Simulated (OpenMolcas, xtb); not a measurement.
C2H5Al (SMILES C=[CH][AlH2]): the vertical electron affinity, rung by rung

C2H5Al has 8 atoms, charge 0, and is taken as a singlet. SMILES: `C=[CH][AlH2]`. Geometry: relaxed at PBE0-D4/def2-TZVP.

Each level gives the vertical electron affinity (to the doublet anion) (eV). The values are calculated.

The electron affinity is E(neutral) − E(anion): positive where the electron is bound.

```json
{"level": "GFN2-xTB", "kind": "semi-empirical", "program": "xtb", "value (eV)": "3.27"}
{"level": "HF/def2-SVPD", "kind": "Hartree–Fock", "program": "OpenMolcas", "value (eV)": "-0.76"}
{"level": "SVWN5/def2-SVPD", "kind": "LDA", "program": "OpenMolcas", "value (eV)": "0.26"}
{"level": "revPBE/def2-SVPD", "kind": "GGA", "program": "OpenMolcas", "value (eV)": "0.09"}
{"level": "r2SCAN/def2-SVPD", "kind": "meta-GGA", "program": "OpenMolcas", "value (eV)": "0.21"}
{"level": "BHLYP/def2-SVPD", "kind": "global hybrid", "program": "OpenMolcas", "value (eV)": "-0.22"}
```

Where it was recorded, the anion's HOMO is positive in HF/def2-SVPD, SVWN5/def2-SVPD, revPBE/def2-SVPD, r2SCAN/def2-SVPD, BHLYP/def2-SVPD: a fault of the level (basis or self-interaction), which says nothing on whether the real anion is bound. The values span -0.76 to 3.27 eV. The xTB values lack the empirical shift that such differences need. Spin contamination of the reference (⟨S²⟩ at least 0.1 too high) touches HF/def2-SVPD.
